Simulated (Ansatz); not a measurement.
AlO₂H, relaxed as a singlet with RKS PBE-D4/def2-TZVP in Ansatz, starting from the GFN2-xTB geometry. Force threshold 0.02 eV/Å.

The structure comes from a short search, and lower isomers may exist.

Start:

```xyz
4

Al    0.644    0.133    0.028
O     2.182    0.451    0.105
O    -0.948   -0.198   -0.052
H    -1.878   -0.385   -0.081
```

(1) Estimate the energy that the relaxation releases and the steps that it takes.

(2) Does the start keep its bonding and symmetry?

(3) Predict the relaxed structure.

Results:

(1) 0.14 eV, in 12 steps; 6.5 s on 4 threads of Arm Neoverse V1 on a shared host. No frequencies were taken in this run, so the end may be a saddle point.

(2) By distances, no bond broke or formed. The bond that changes most is Al1–O3, from 1.63 to 1.69 Å (atoms count from 1). Point group C∞v at the start, Cs at the end, both within 0.05 Å.

(3) 
```xyz
4

Al    0.6008    0.1058   -0.0262
O     2.1487    0.4883    0.2363
O    -0.9922   -0.3222   -0.3989
H    -1.7574   -0.2720    0.1889
```
Bond lengths: 2 × Al–O 1.62 to 1.69 Å; 1 × H–O 0.97 Å.
